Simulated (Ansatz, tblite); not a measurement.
# The cluster CuTe₂: a ladder of methods and basis sets

How do method and basis change the picture of the cluster CuTe₂ (doublet)?

The runs use Ansatz 0.2.0, Gaussian basis; as each input shows.

Levels to be run: GFN1-xTB, GFN2-xTB, PBE-D4/def2-TZVP, r2SCAN-D4/def2-TZVP, B97M-V/def2-TZVP, HSE06-D4/def2-TZVP, BHLYP-D4/def2-TZVP, BLYP-D4/def2-TZVP, ωB97X-V/def2-TZVP, r2SCANh-D4/def2-TZVP, r2SCAN0-D4/def2-TZVP, PBE-D4/def2-SVP, PBE0-D4/def2-SVP, PBE0-D4/def2-TZVPD, PBE-D4/def2-TZVPD, r2SCAN-D4/def2-TZVPD, CCSD(T)/def2-SVP, MP2/def2-TZVP, RPA/def2-TZVP.

5 further runs of the same task are left out: 1 for a known fault of the program, 1 that didn't finish, 3 set aside as unsound or not needed.

### Step 1. The relaxed structure

The doublet was relaxed beforehand with PBE-D4/def2-TZVP. At that level it is the lowest of the isomers that a small search found.

3 atoms, charge 0, spin multiplicity 2.

Bond lengths: Cu1–Te2 2.462 Å, Cu1–Te3 2.462 Å, Te2–Te3 2.816 Å. Angles: Te2–Cu1–Te3 69.8°, Cu1–Te2–Te3 55.1°, Cu1–Te3–Te2 55.1°.

Geometry (Å):

```xyz
3

Cu   -0.87743   -0.59781   -0.82834
Te   -0.37793   -0.02662    1.51414
Te    1.25536    0.62443   -0.68580
```

Te takes a core potential in the def2 sets. No spin-orbit coupling is included.

PBE0-D4/def2-TZVP was run before; its log isn't repeated, and its numbers join the tables.

### Step 2. GFN1-xTB

Tight binding, by tblite at 300 K electronic temperature and without a spin-polarisation term:

```python
tblite.interface.Calculator('GFN1-xTB', numbers, positions, charge=0, uhf=1).singlepoint()
```

Energy -328.5463 eV; 0.002 s.

### Step 3. GFN2-xTB

Tight binding, by tblite at 300 K electronic temperature and without a spin-polarisation term:

```python
tblite.interface.Calculator('GFN2-xTB', numbers, positions, charge=0, uhf=1).singlepoint()
```

Energy -274.0101 eV; 0.003 s.

### Step 4. PBE-D4/def2-TZVP

start.molden holds the orbitals of an earlier run on this state, given as this run's starting guess.

Input file in.yaml:

```yaml
crystal:
  periodic: [false, false, false]
  atoms:
    - {symbol: Cu, position_ang: [-0.877428, -0.597806, -0.828344]}
    - {symbol: Te, position_ang: [-0.377926, -0.026621, 1.514141]}
    - {symbol: Te, position_ang: [1.255364, 0.624427, -0.685797]}
basis:
  gaussian: {orbitals: def2-TZVP, initial_orbitals: start.molden}
magnetization: {spin_polarized: true, initial_magnetization: 1}
hamiltonian: {xc: pbe, dispersion: d4}
scf: {omitted_lower_state_checks: [starts]}
output: {orbitals: {seedname: orbitals}}
```

The run is started by

```bash
$ ansatz run in.yaml --threads 2 --pin off --events-out ev --progress --plain --max-ram 4352MiB
```

Further steps of the session: r2SCAN-D4/def2-TZVP; B97M-V/def2-TZVP; HSE06-D4/def2-TZVP; BHLYP-D4/def2-TZVP; BLYP-D4/def2-TZVP; ωB97X-V/def2-TZVP; r2SCANh-D4/def2-TZVP; r2SCAN0-D4/def2-TZVP; PBE-D4/def2-SVP; PBE0-D4/def2-SVP; PBE0-D4/def2-TZVPD; PBE-D4/def2-TZVPD; r2SCAN-D4/def2-TZVPD; CCSD(T)/def2-SVP; MP2/def2-TZVP; RPA/def2-TZVP.

Before running them: what should the planned runs give, taken together? Wanted: gap in def2-TZVP, named functionals, smallest and largest; correlation energy, CCSD(T)/def2-SVP; correlation energy, MP2/def2-TZVP; binding an atom, CCSD(T)/def2-SVP; ⟨S²⟩ in def2-TZVP, named functionals, smallest and largest; PBE0 total energy, smallest basis above largest.

**Answer**, as computed:

| quantity | value |
| --- | --- |
| gap in def2-TZVP, named functionals, smallest and largest | 0.35 eV (BLYP-D4), 5.75 eV (ωB97X-V) |
| correlation energy, CCSD(T)/def2-SVP | -14.61 eV |
| correlation energy, MP2/def2-TZVP | -36.33 eV |
| binding an atom, CCSD(T)/def2-SVP | 1.437 eV |
| ⟨S²⟩ in def2-TZVP, named functionals, smallest and largest | 0.752, 0.762 |
| PBE0 total energy, smallest basis above largest | 7.23 eV (def2-SVP, def2-TZVPD) |

In words: Orbital gaps of the named functionals in def2-TZVP span 0.35 eV (BLYP-D4) to 5.75 eV (ωB97X-V); exact exchange widens it. The functionals in def2-TZVP miss CCSD(T)/def2-SVP by +0.050 (BHLYP-D4) to +0.442 eV (PBE-D4) an atom. The yardstick is in a double-zeta basis, so levels in larger sets aren't compared like for like. The reference is CCSD(T) in one finite basis, so it carries an error of its own, often a tenth of an eV or more, and near misses can't be ranked. Over the named functionals in def2-TZVP spin contamination reaches 0.01 (r2SCAN0-D4), which is small.
